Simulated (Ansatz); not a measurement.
**Strength of the O–C bond: C3H6O2 → C2H3O + CH3O**

Species: C3H6O2 (methyl acetate) `COC(C)=O`, singlet; C2H3O (acetyl radical) `C[C]=O`, doublet; CH3O `C[O]`, doublet. 

Shapes, held fixed at every level: PBE0-D4/def2-TZVP. Flexible molecules stand in one conformer, not always the lowest. Programs: Ansatz 0.2.0. The zero-point and thermal change to 298 K, harmonic and unscaled (PBE0-D4/def2-TZVP), is -22.3 kJ/mol.

```json
{"level": "HF/def2-SVP", "kind": "Hartree–Fock", "ΔH(298 K) (kJ/mol)": "+296.5", "less CCSD(T)/CBS estimate": "-126.3"}
{"level": "PBE-D4/def2-TZVPP", "kind": "GGA", "ΔH(298 K) (kJ/mol)": "+403.5", "less CCSD(T)/CBS estimate": "-19.3"}
{"level": "B3LYP-D4/def2-TZVPP", "kind": "global hybrid", "ΔH(298 K) (kJ/mol)": "+389.1", "less CCSD(T)/CBS estimate": "-33.7"}
{"level": "MP2/def2-TZVPP", "kind": "perturbation theory", "ΔH(298 K) (kJ/mol)": "+450.9", "less CCSD(T)/CBS estimate": "+28.1"}
{"level": "CCSD(T)/def2-SVP", "kind": "coupled cluster or CI", "ΔH(298 K) (kJ/mol)": "+410.7", "less CCSD(T)/CBS estimate": "-12.1"}
{"level": "CCSD/def2-SVP", "kind": "coupled cluster or CI", "ΔH(298 K) (kJ/mol)": "+403.2", "less CCSD(T)/CBS estimate": "-19.6"}
{"level": "CCSD(T)/CBS estimate", "kind": "coupled cluster or CI", "ΔH(298 K) (kJ/mol)": "+422.8", "less CCSD(T)/CBS estimate": "0.0"}
```

The highest level, CCSD(T)/CBS estimate, gives ΔH(298 K) = +422.8 kJ/mol; the levels span +296.5 to +450.9. The column of differences is taken from that level and isn't an error. Hartree–Fock misses the correlation of the pair that is broken and comes out low. No measured value is set beside it here. Open shells run unrestricted unless RO is named. The CBS estimate extrapolates MP2 from def2-TZVPP and def2-QZVPP and adds CCSD(T) − MP2 in the triple-zeta set, cores frozen.
